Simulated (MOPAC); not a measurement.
MOPAC input (PM7):

```
PM7 FORCE THERMO(298,298) PRECISE LET UHF MS=0.5 GEO-OK AUX(PRECISION=9) THREADS=1
C4H7

C     0.00321245 1    1.07927177 1    0.05150821 1
C    -0.00314475 1   -1.05509766 1   -0.05035126 1
C    -1.09169968 1    0.07032122 1   -0.00385425 1
C     1.09210333 1    0.06313711 1    0.01022070 1
H     0.00633128 1    2.12421687 1    0.10136857 1
H     0.00082101 1   -1.64426713 1   -0.96650755 1
H    -0.01087496 1   -1.72879784 1    0.80554389 1
H    -1.74327860 1    0.03989264 1    0.87656932 1
H    -1.73161139 1    0.12423812 1   -0.89167555 1
H     1.73206263 1    0.02846576 1    0.89895765 1
H     1.74373282 1    0.11281242 1   -0.86928184 1
```

Problem. Which zero-point energy does it print?

Solution. 56.81 kcal/mol, from the harmonic wavenumbers of PM7.
